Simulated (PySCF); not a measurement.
Computed with PySCF and rigid-rotor harmonic-oscillator thermochemistry at 1 bar. The comparison is the NASA 1993 polynomial table, which mixes measured and estimated data. S°(298 K) at PBE0/def2-TZVP differs from the NASA 1993 table for AlOCl (+8 J/mol/K); whether the harmonic model or the table's entry is off was not settled. All species are closed-shell singlets. The harmonic model lacks anharmonicity and excited electronic states, which grow with temperature; levels with a mode under 35 cm⁻¹ are left out. The table's entry may be an old estimate for AlOCl (not checked at source).

Harmonic frequencies at PBE/def2-SVP (cm⁻¹): 170, 170, 479, 1092. Point group C∞v; S°(298 K) = 258.6 J/mol/K at this level.

**Question.** Work out Cp and S° of gaseous AlOCl at 500, 800, 1200, 1600, 2000 K from these, and set them beside the table.

**Answer.** 
```json
[
 {"T (K)": "500", "Cp PBE/def2-SVP": "56.4", "Cp table": "56.5", "S° PBE/def2-SVP": "286.6", "S° table": "276.6"},
 {"T (K)": "800", "Cp PBE/def2-SVP": "59.5", "Cp table": "59.8", "S° PBE/def2-SVP": "313.9", "S° table": "304.0"},
 {"T (K)": "1200", "Cp PBE/def2-SVP": "61.0", "Cp table": "61.1", "S° PBE/def2-SVP": "338.3", "S° table": "328.6"},
 {"T (K)": "1600", "Cp PBE/def2-SVP": "61.6", "Cp table": "61.7", "S° PBE/def2-SVP": "356.0", "S° table": "346.2"},
 {"T (K)": "2000", "Cp PBE/def2-SVP": "61.8", "Cp table": "62.0", "S° PBE/def2-SVP": "369.7", "S° table": "360.0"}
]
```
Units J/mol/K.
